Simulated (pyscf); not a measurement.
O=CH–GeH₂• → [O=C=GeH]• + hydrogen (H₂), an elimination (doublet surface; Ge–H, C–H broken, H–H formed). Structures and frequencies: ωB97X-D3(BJ)/def2-SVP in PySCF. Energies in eV from the reactant's lowest minimum found.

Small-basis levels: PySCF, no dispersion term, spherical d functions. Open shells are spin-unrestricted. 

Task: In single points B3LYP/6-31G*+LANL2DZ puts the saddle at 1.91 eV and the reaction energy at +0.15 eV. Should these be trusted to within a few kcal/mol? Compare with ωB97M-D3(BJ)/def2-TZVP.

Result: ωB97M-D3(BJ)/def2-TZVP gives ΔE‡ = 1.70 eV and ΔE = +0.14 eV. B3LYP/6-31G*+LANL2DZ lies 0.21 eV over it in the barrier and 0.02 eV over it in the reaction energy, so on this step it does not hold to within 0.13 eV. ωB97M-D3(BJ)/def2-TZVP has limits of its own. This is the saddle that the search found; another between the same sides may lie lower. In the def2 sets elements up to Kr have no core potential.
